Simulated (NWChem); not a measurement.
Species: Li$_{2}$; SMILES [Li][Li]

```xyz
2

Li     0.0000     0.0000    -1.3936
Li     0.0000     0.0000     1.3936
```
Atoms are numbered in this order, from 1.

Computed with NWChem. The geometry was optimised at PBE0/def2-SVP. Ions are spin-unrestricted doublets at the neutral geometry; other ion states weren't tried.

### Question
What does the run give for B3LYP/def2-SVP? Quantities: vertical ionisation energy, ΔSCF (eV); −ε(HOMO) (eV).

### Answer
- vertical ionisation energy, ΔSCF (eV): 5.28
- −ε(HOMO) (eV): 3.58
